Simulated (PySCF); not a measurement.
Formyl fluoride, CHFO.
Numbering: `[O:1]=[CH:2][F:3]` (hydrogens: H4 on C2)

The same species was optimised twice, with GFN2-xTB and with PBE0-D3(BJ)/def2-SVP (PySCF), and the same property calculations (PySCF, gas phase) were run on both structures.

```json
{"coordinate": "C2–F3 (Å)", "GFN2-xTB": "1.341", "PBE0-D3(BJ)/def2-SVP": "1.329", "change": "-0.012"}
{"coordinate": "C2–H4 (Å)", "GFN2-xTB": "1.098", "PBE0-D3(BJ)/def2-SVP": "1.108", "change": "+0.010"}
{"coordinate": "O1=C2 (Å)", "GFN2-xTB": "1.171", "PBE0-D3(BJ)/def2-SVP": "1.177", "change": "+0.006"}
{"coordinate": "O1–C2–H4 (°)", "GFN2-xTB": "129.0", "PBE0-D3(BJ)/def2-SVP": "127.2", "change": "-1.8"}
{"coordinate": "O1–C2–F3 (°)", "GFN2-xTB": "122.3", "PBE0-D3(BJ)/def2-SVP": "123.2", "change": "+0.9"}
{"coordinate": "F3–C2–H4 (°)", "GFN2-xTB": "108.7", "PBE0-D3(BJ)/def2-SVP": "109.5", "change": "+0.8"}
```

Rotational constants: A = 91109, B = 11900, C = 10525 MHz (GFN2-xTB) against A = 92485, B = 11873, C = 10522 MHz (PBE0-D3(BJ)/def2-SVP). Point groups within 0.08 Å: Cs and Cs.

On the GFN2-xTB structure: HOMO (eV) -9.52 [PBE0/pcSseg-1]; LUMO (eV) -0.78 [PBE0/pcSseg-1]; dipole (D) 2.16 [PBE0/pcSseg-1]; GIAO shielding of O1 (ppm) -132.6 [PBE0/pcSseg-1]; GIAO shielding of C2 (ppm) 29.5 [PBE0/pcSseg-1]; GIAO shielding of F3 (ppm) 109.8 [PBE0/pcSseg-1].

Question: What do these properties become on the PBE0-D3(BJ)/def2-SVP structure?

Answer: 
```
                                    property          level  on GFN2-xTB  on PBE0-D3(BJ)/def2-SVP  change
                                   HOMO (eV)  PBE0/pcSseg-1        -9.52                    -9.45   +0.07
                                   LUMO (eV)  PBE0/pcSseg-1        -0.78                    -0.77   +0.01
                                  dipole (D)  PBE0/pcSseg-1         2.16                     2.14   -0.02
energy, GFN2-xTB geometry as zero (kcal/mol)  PBE0/pcSseg-1          0.0                      0.0     0.0
                  GIAO shielding of O1 (ppm)  PBE0/pcSseg-1       -132.6                   -138.5    -5.9
                  GIAO shielding of C2 (ppm)  PBE0/pcSseg-1         29.5                     28.3    -1.2
                  GIAO shielding of F3 (ppm)  PBE0/pcSseg-1        109.8                    116.0    +6.2
```

The heavy atoms differ by 0.007 Å rms after alignment. Among all bonds C2–F3 changes most (-0.012 Å). Changes are differences of the printed values. Neither structure is proved a minimum here.
